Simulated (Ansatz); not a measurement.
# CH4BF: the cost of one run

Program: Ansatz 0.2.0. Level of theory: RKS PBE0/def2-SVP. These are calculated values, not measurements.

**1. The structure to begin with**

Bond lengths: B1–F2 1.320 Å, B1–C3 1.600 Å, C3–H4 1.110 Å, C3–H5 1.110 Å, C3–H6 1.110 Å, B1–H7 1.190 Å. Angles: F2–B1–C3 120.0°, F2–B1–H7 120.0°, C3–B1–H7 120.0°, B1–C3–H4 109.5°, B1–C3–H5 109.5°, B1–C3–H6 109.5°, H4–C3–H5 109.4°, H4–C3–H6 109.4°, H5–C3–H6 109.4°.

Structure file:

```xyz
7

B     0.0000    0.0000    0.0000
F     0.0000    0.0000    1.3200
C     1.3856    0.0000   -0.8000
H     1.7152   -1.0462   -0.9702
H     1.2491    0.5080   -1.7774
H     2.1552    0.5381   -0.2082
H    -1.0305    0.0000   -0.5950
```

**2. Relaxing the start**

File input.yaml:

```yaml
crystal:
  periodic: [false, false, false]
  atoms:
    - { symbol: B, position_ang: [0.0, 0.0, 0.0] }
    - { symbol: F, position_ang: [0.0, 0.0, 1.32] }
    - { symbol: C, position_ang: [1.3856, 0.0, -0.8] }
    - { symbol: H, position_ang: [1.7152, -1.0462, -0.9702] }
    - { symbol: H, position_ang: [1.2491, 0.508, -1.7774] }
    - { symbol: H, position_ang: [2.1552, 0.5381, -0.2082] }
    - { symbol: H, position_ang: [-1.0305, 0.0, -0.595] }
basis:
  gaussian: { orbitals: def2-SVP }
hamiltonian:
  xc: pbe0
relax:
  f_tol: 0.02
  max_steps: 40
```

The run is started by

```console
ansatz run input.yaml --threads 1 --pin off --max-ram 2048MiB --backend cpu --events-out ev --progress --plain --runs-dir out
```

**Question.** How long does this run take on 1 thread of Arm Neoverse V2, shared host, and how much memory does it need?

About 27 s, with a peak of 0.13 GiB.
